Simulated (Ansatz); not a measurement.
Species: HS, charge -1, singlet. HS- (parent SMILES [SH], singlet).
B3LYP-D3(BJ)/def2-TZVP minimum from Ansatz (a first-principles code):
```
S
H 1 1.3492
```
Charge -1, spin multiplicity 1.

Total energies in aug-cc-pV(T+d)Z, 8 correlated electrons, 5 frozen orbitals. Radicals and triplets start from unrestricted determinants; spin-orbit coupling is neglected. Correlated methods leave the cores frozen. No relativity. The spin of HS- (parent SMILES [SH], singlet) was assumed, and the state is the lowest solution found for it.

| method | program | energy (Eh) | minus CCSDT(Q) (mEh) |
|---|---|---|---|
| HF | Ansatz | -398.14618 | 230.40 |
| MP2 | Ansatz | -398.34654 | 30.04 |
| CCSD | Ansatz | -398.36483 | 11.75 |
| CCSD(T) | Ansatz | -398.37537 | 1.21 |
| CCSDT(Q) | Ansatz | -398.37658 | 0.00 |

Rough core times of Ansatz's runs on a shared machine: CCSD(T) under 20 s, CCSDT(Q) 40 s.
